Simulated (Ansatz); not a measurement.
Input (CCSDT(Q)/cc-pV(D+d)Z; Ansatz, a program for electronic structure): A basis named .json is the Basis Set Exchange file of that set.

Ansatz 0.2 input:
```yaml
crystal:
  periodic: [false, false, false]
  atoms:
    - {symbol: C, position_ang: [-0.00000000, 0.00000000, -0.00000000]}
    - {symbol: Cl, position_ang: [1.03270813, 1.04102812, 1.00808710]}
    - {symbol: Cl, position_ang: [-1.00558480, -1.02967179, 1.04644180]}
    - {symbol: Cl, position_ang: [-1.04891159, 1.01361708, -1.01923016]}
    - {symbol: Cl, position_ang: [1.02178826, -1.02497341, -1.03529874]}
basis:
  gaussian:
    orbitals: cc-pV_D+d_Z.json
magnetization: {spin_polarized: false}
correlation: {method: ccsdt_q, electrons: outside_noble_gas}
```

Output:

```
Functional definition: HF
integrals: 0.25 GiB planned
2007 factors; integrals over basis functions are off by at most 1.4e-7 eV
mean field: 1.00 GiB planned
mean field evaluation 1: about -51039.2920 eV, gradient 4.0e1 eV
mean field evaluation 2: about -51039.8642 eV, gradient 4.1e1 eV
mean field evaluation 4: about -51044.2559 eV, gradient 3.4e0 eV
mean field evaluation 8: about -51044.3437 eV, gradient 9.2e-2 eV
mean field evaluation 16: about -51040.2169 eV, gradient 4.1e1 eV
mean field -51044.34378180 eV, -1875.8450348821 hartree, gradient 7.0e-6 eV, S^2 0.000000; 0 other end points of the search recorded, 0 dependent functions left out
21 core orbitals not correlated
reference -51044.34378180 eV, -1875.8450348821 hartree; 16, 16 occupied and 69, 69 virtual orbitals, 2007 factors
second order -19.05158848 eV of doubles, -0.00000000 eV of singles
coupled cluster: 7.90 GiB planned
cycle   1  -19.71642630 eV  change   -6.6e-1 eV  update   1.2e-1
cycle   2  -20.53203870 eV  change   -8.2e-1 eV  update   5.7e-2
cycle   3  -20.99062722 eV  change   -4.6e-1 eV  update   2.3e-2
cycle   4  -20.95980028 eV  change    3.1e-2 eV  update   6.9e-3
cycle   5  -20.94899893 eV  change    1.1e-2 eV  update   3.2e-3
cycle   6  -20.94933476 eV  change   -3.4e-4 eV  update   1.2e-3
cycle   7  -20.95114014 eV  change   -1.8e-3 eV  update   5.8e-4
cycle   8  -20.95063248 eV  change    5.1e-4 eV  update   1.8e-4
cycle   9  -20.95041161 eV  change    2.2e-4 eV  update   8.0e-5
cycle  10  -20.95054403 eV  change   -1.3e-4 eV  update   3.2e-5
cycle  11  -20.95044626 eV  change    9.8e-5 eV  update   1.1e-5
cycle  12  -20.95044738 eV  change   -1.1e-6 eV  update   4.2e-6
cycle  13  -20.95044893 eV  change   -1.6e-6 eV  update   1.5e-6
perturbative correction -0.05439903 eV, -0.0019991273 hartree
Total energy: -51065.34862976 eV, -1876.6169488070 hartree
```
